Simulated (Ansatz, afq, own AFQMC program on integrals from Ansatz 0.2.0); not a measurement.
# Mn⁺, septet: AFQMC among the cluster methods

A free Mn cation.

Basis def2-TZVPP. Only valence electrons are correlated. Ansatz 0.2.0 and our own AFQMC program on the same integrals; the CISD trial comes from CCSD amplitudes, and released means the phaseless constraint is let go. Free AFQMC starts from the CCSD state and is never constrained. Its projection time is finite, and what remains of the start isn't in its error. Error bars are statistical, one sigma. The metal's outer-core s and p shells are frozen, which shifts wave-function levels against functionals.

Determinant: UHF, the one that the program's search chose, which needn't be the lowest solution.

No full CI on the walks' own integrals is used here; CCSDT(Q) serves as the reference and is uncertain by about the last step of the cluster series.

Cautions: no relativity below Rb; outer-core shells of the metal frozen.

The T1 diagnostic is 0.0076. The weight of the determinant in the CISD state is 0.981 and the ⟨S²⟩ of the determinant is 12.000. The size of the correlated space is 6 electrons in 55 orbitals.

| level | correlation energy (eV) |
| --- | --- |
| MP2 | -2.2580 |
| CCSD | -2.4182 |
| CCSD(T) | -2.4500 |

(1) Estimate where free-projection AFQMC lies against CCSD(T) on the same integrals.

(1) 1.8 ± 0.6 meV below CCSD(T).

Reference: CCSDT(Q), correlation energy -2.453 eV. The released energy is read at 4.20 1/Eh (meV from the phaseless value at times in 1/Eh: -1.3 ± 0.4 at 0.60, -1.4 ± 0.4 at 1.20, -0.8 ± 0.4 at 2.00, -1.0 ± 0.5 at 3.00, -0.1 ± 0.5 at 4.20).

```tsv
level	E − E(reference) (meV)	share of correlation (%)
CCSD(T)	2.9	99.88
CCSDT	0.1	99.99
ph-AFQMC/HF	-13.8 ± 7.9	100.56
ph-AFQMC/CISD	0.8 ± 0.5	99.97
released AFQMC	0.7 ± 0.5	99.97
free AFQMC	1.1 ± 0.6	99.96
```

Free projections are given only where their last times agree within the noise and don't stop above the reference; a slow remainder of the start can still hide under it. A walk keeps the symmetry of its determinant, which the program's search chose and which needn't be the lowest solution, so a lower state of the same spin and another symmetry isn't excluded. Released energies are given only where the last usable release times agree within the noise; a slower fall can still hide under it.
